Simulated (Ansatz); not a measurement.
Ansatz (a program for electronic structure) input (HF/def2-TZVPP):

Ansatz 0.2 input:
```yaml
crystal:
  periodic: [false, false, false]
  atoms:
    - {symbol: C, position_ang: [-0.00000000, -0.00000000, -0.49689011]}
    - {symbol: N, position_ang: [0.00000000, 0.00000000, 0.64927938]}
    - {symbol: H, position_ang: [-0.00000000, -0.00000000, -1.56361504]}
basis:
  gaussian:
    orbitals: def2-TZVPP
hamiltonian:
  xc: {name: HF}
accuracy: high
magnetization: {spin_polarized: false}
```

Output:

```
Functional definition: HF
integrals: 0.06 GiB planned
1096 factors; integrals over basis functions are off by at most 3.6e-9 eV
mean field: 0.12 GiB planned
mean field evaluation 1: about -2526.3554 eV, gradient 2.8e1 eV
mean field evaluation 2: about -2526.3598 eV, gradient 2.8e1 eV
mean field evaluation 4: about -2528.2483 eV, gradient 2.7e0 eV
mean field evaluation 8: about -2528.2786 eV, gradient 1.4e-4 eV
mean field -2528.27857926 eV, -92.9125240589 hartree, gradient 1.6e-8 eV, S^2 0.000000; 0 other end points of the search recorded, 0 dependent functions left out
reference -2528.27857926 eV, -92.9125240589 hartree; 7, 7 occupied and 69, 69 virtual orbitals, 1096 factors
Total energy: -2528.27857926 eV, -92.9125240589 hartree
```
